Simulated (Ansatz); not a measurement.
## Ansatz (development build ahead of 0.2.0) run

```yaml
crystal:
  periodic: [false, false, false]
  atoms:
    - { symbol: C, position_ang: [0.50281, -0.01042, -0.04746] }
    - { symbol: H, position_ang: [1.09385, 0.67686, 0.61089] }
    - { symbol: H, position_ang: [1.11379, -0.60837, -0.61326] }
    - { symbol: F, position_ang: [-0.31063, 0.80601, -0.74356] }
    - { symbol: F, position_ang: [-0.26335, -0.81804, 0.78342] }
basis:
  gaussian: { orbitals: aug-cc-pVDZ }
hamiltonian:
  xc: hf
correlation:
  method: mp2
  frozen_orbitals: { C: 1, F: 1, H: 0 }
```

The input is written out in the form of the current development build from the run's settings.

Output:

* Converged: yes
* Reference energy: -237.92462 hartree
* Correlation energy: -0.55331 hartree
* Total energy: -238.47793 hartree
* Spin squared of the determinant: 0.000
